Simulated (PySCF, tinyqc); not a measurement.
A ladder of methods, and size consistency: correlation methods against full CI in the sto-6g basis, for BH, spin multiplicity 1. Computed by the program tinyqc with PySCF. 

Geometry (angstrom):

| atom | x | y | z |
|---|---|---|---|
| B | 0.0000 | 0.0000 | 0.0000 |
| H | 0.0000 | 0.0000 | 1.6250 |

RHF energy of one = -24.944587 hartree

All electrons correlated; +Q is the Davidson correction (1 - c0^2) E_corr. The last columns treat two copies 100 angstrom apart as one system. FCI is the lowest singlet.

Correlation energies (hartree):

| method | E_corr of one | share of FCI (%) | E_corr of two at 100 angstrom | two minus twice one (mhartree) |
|---|---|---|---|---|
| MP2 | -0.040455 | 52.3673 | -0.080910 | 0.0000 |
| CISD | -0.073465 | 95.0975 | -0.135051 | 11.8796 |
| CISD+Q | -0.080510 | 104.2161 | -0.155221 | 5.7984 |
| CCSD | -0.077079 | 99.7751 | -0.154158 | 0.0000 |
| CCSD(T) | -0.077142 | 99.8560 | -0.154283 | 0.0000 |
| FCI | -0.077253 | 100.0000 | - | - |

MP2 recovers 52 %, CISD 95.1 % and CCSD 99.8 % of the FCI value (c0^2 = 0.904 in CISD). MP2 and coupled cluster are size consistent, so their last column vanishes; CISD loses 11.88 mhartree, since a double excitation on each copy is a quadruple of the pair, and the Davidson correction leaves +5.80. The restricted reference is unstable here: a spin-polarised solution lies 0.0066 hartree lower (PySCF), so results built on it describe a poor reference.
